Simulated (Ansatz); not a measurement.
A structure relaxed at PBE0-D4/def2-TZVP, charge 0, multiplicity 1:

Cartesian coordinates in Å:
```
C 0.224 0.008 -0.969
C 0.607 -0.774 0.149
C -0.003 -0.370 1.300
S -1.038 0.956 1.024
C -0.667 0.987 -0.639
H 0.594 -0.147 -1.974
H 1.304 -1.600 0.103
H 0.102 -0.782 2.292
H -1.122 1.721 -1.287
```

Q: Give its formula and SMILES.

A: C4H4S, `c1ccsc1` (thiophene).

Q: Point group (tolerance 0.08 Å, 0.16 Å for H)?

A: C2v.

Q: Summarise the bond lengths by kind.

A: 3 × C–C 1.364 to 1.417 Å; 4 × C–H 1.079 to 1.082 Å; 2 × C–S 1.705 Å.

Results of the Gaussian-basis code of Ansatz.
